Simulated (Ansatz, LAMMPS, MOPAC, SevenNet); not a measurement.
Elastic constant C33 of rutile SnO2: levels of theory against measurement

Reference value: 450 GPa (measured, temperature not stated, no zero-point or thermal correction; as tabulated in Oses et al. (2018), arXiv:1811.08464).

| level (code) | value (GPa) | cell (Å³/atom) |
|---|---|---|
| ionic model woodley1999 (rigid ions, LAMMPS) | 871 | 11.91 |
| PM6 semi-empirical Hartree-Fock (MOPAC) | 621 | 14.14 |
| SevenNet-l3i5 | 359 | 12.61 |
| LDA (Ansatz) | … | 11.86 |
| PBE (Ansatz) | … | 12.58 |
| r²SCAN (Ansatz) | 438 | 12.09 |
| HSE06 (Ansatz) | 454 | 12.02 |

**Question.** Fill in the missing entries.

**Answer.** 
- LDA (Ansatz, an electronic-structure program), value (GPa): 430
- PBE (Ansatz), value (GPa): 377

Differences against the reference: ionic model woodley1999 +94 %, PM6 semi-empirical Hartree-Fock (MOPAC) +38 %, SevenNet-l3i5 -20 %, LDA -4.4 %, PBE -16.2 %, r²SCAN -2.7 %, HSE06 +0.9 %.

The reference's temperature isn't stated, so close values are not ranked against it. Off by more than 25 %, or 35 % on the side where a correction would as a rule narrow the miss (bounds picked here): ionic model woodley1999 (+94 %), PM6 semi-empirical Hartree-Fock (MOPAC) (+38 %).

The measured value isn't corrected to a static lattice, so vibrations enter the comparison. A static lattice is as a rule stiffer than a warm one, by over a tenth in soft solids.  PM6 semi-empirical Hartree-Fock (MOPAC): the method was fitted mainly to molecules. PM6 semi-empirical Hartree-Fock (MOPAC): the run uses a supercell at the zone centre in place of a k mesh. Each level is taken at its own relaxed cell. Cutoffs differ between the levels. Ansatz's density-functional and Hartree–Fock values are scalar-relativistic unless marked +SOC, with PAW data made under PBE.

Empirical potentials (ionic model woodley1999) are fitted to chosen data: where that held the value shown, agreement is built in, and what lay outside the fit can be far off. Machine-learned potentials (SevenNet-l3i5) are trained on DFT data: a solid inside that data is no test of them.

Differences are worked out from the printed values.
